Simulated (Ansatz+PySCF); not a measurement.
The numbers below are computed, except where a source is named.
This PySCF input gave a total energy of -189.14380 hartree.

```python
from pyscf import gto, scf, cc

mol = gto.M(atom="""
C 0.009790 -0.407510 -0.096110
O 0.004120 -0.371080 1.097650
O -0.002390 0.654130 -0.910250
H -0.007840 -1.336320 -0.693830
H -0.006280 1.450020 -0.335480
""", basis='def2-svp', charge=0, spin=0)
mf = scf.UHF(mol)
mf.kernel()
mycc = cc.CCSD(mf, frozen=3).run()
et = mycc.ccsd_t()
print(mf.e_tot, mycc.e_corr, et, mycc.e_tot + et)
```

Write an input for Ansatz with the same method and basis set.

```yaml
crystal:
  periodic: [false, false, false]
  atoms:
    - { symbol: C, position_ang: [0.00979, -0.40751, -0.09611] }
    - { symbol: O, position_ang: [0.00412, -0.37108, 1.09765] }
    - { symbol: O, position_ang: [-0.00239, 0.65413, -0.91025] }
    - { symbol: H, position_ang: [-0.00784, -1.33632, -0.69383] }
    - { symbol: H, position_ang: [-0.00628, 1.45002, -0.33548] }
basis:
  gaussian: { orbitals: def2-SVP }
magnetization:
  spin_polarized: true
hamiltonian:
  xc: hf
correlation:
  method: ccsd_t
  frozen_orbitals: { C: 1, H: 0, O: 1 }
scf:
  omitted_lower_state_checks: [stability, starts, atomic_configurations, cluster_reference, orbital_swaps, given_window_search, neighbouring_geometries, increment]
```

Ansatz (development build ahead of 0.2.0) gave -189.14379 hartree, 0.05 meV from the first.
